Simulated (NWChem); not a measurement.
Species: C$_{2}$H$_{6}$OS cation, doublet; SMILES of the neutral closed-shell parent CS(C)=O

```xyz
10

C      0.7707     0.1975     1.4607
S     -0.1106    -0.3289     0.0000
C      0.7707     0.1975    -1.4607
O     -1.5117     0.1946     0.0000
H      0.1567    -0.1220     2.3158
H      1.7442    -0.3149     1.4673
H      0.8794     1.2925     1.4313
H      0.8794     1.2925    -1.4313
H      0.1567    -0.1220    -2.3158
H      1.7442    -0.3149    -1.4673
```
Atoms are numbered in this order, from 1.

Results from NWChem. Spin-unrestricted. In the optimisation the excess spin sits in a' (Cs, its own frame). The geometry was optimised at PBE0/def2-SVP, spin-unrestricted. This spin state was assumed; another may lie lower. No stability test was run on the SCF state. Level: B3LYP/def2-SVP with COSMO at NWChem's default radii, gas-phase geometry; rows give the dielectric constant. Reactions with the solvent are ignored.

| dielectric constant | electrostatic solvation energy (kcal/mol) |
|---|---|
| 1.5 | -21.4 |
| 3.9 | ___ |
| 11.7 | -59.2 |
| 25.0 | -62.2 |
| 46.7 | -63.5 |

Q: Complete the blanks.

A: 
- 3.9, electrostatic solvation energy (kcal/mol): -48.0
